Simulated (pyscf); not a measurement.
This saddle point was located with ωB97X-D3(BJ)/def2-SVP in PySCF.

```xyz
21

N      0.3041    -2.1303    -0.5154
Si     0.3204    -0.3799    -0.4716
Si     0.2141     0.2028     1.7778
Si    -1.3586     0.6752    -1.7171
Si     2.3775     0.3530    -1.2870
H      0.6777    -2.5978    -1.3360
H     -0.5300    -2.6116    -0.1910
H     -0.9844    -0.7810     2.7787
H      0.1544     1.6682     2.0412
H      1.3502    -0.4055     2.5407
H     -1.0360     0.4989    -3.1696
H     -2.6954     0.0555    -1.4761
H     -1.4176     2.1385    -1.4305
H      3.4992    -0.1044    -0.4144
H      2.3759     1.8458    -1.3339
H      2.6059    -0.1680    -2.6697
Si    -2.3099    -0.2721     2.0140
H     -1.8764    -1.4294     3.2062
H     -3.2569     0.2999     3.0215
H     -2.6192    -1.4124     1.0998
H     -2.2160     0.9028     1.0256
```
Charge 0, spin multiplicity 1.

Surface: singlet, charge 0. Lowest wavenumbers (cm⁻¹): 1697i, 39, 68, 90, 94.

Task: Name the species on either side of this saddle.

Result: H₂N–Si(SiH₃)(SiH₃)–SiH₃ + SiH₄ ⇌ H₂N–Si(SiH₃)(SiH₃)–SiH₂–SiH₃ + H₂, a four-centre exchange read from left to right: H–Si, H–Si broken and Si–Si, H–H formed. At ωB97M-D3(BJ)/def2-TZVP it lies +71.1 kcal/mol from the left side and +67.1 kcal/mol from the right (each side as separated species at their lowest minima found). At the saddle there is also a short H–Si contact that neither side keeps. H₂N–Si(SiH₃)(SiH₃)–SiH₃ lies 12.7 kcal/mol over its isomer H₃Si–NH–SiH(SiH₃)–SiH₃ (electronic energy, ωB97M-D3(BJ)/def2-TZVP). This is the saddle that the search found; another between the same sides may lie lower.
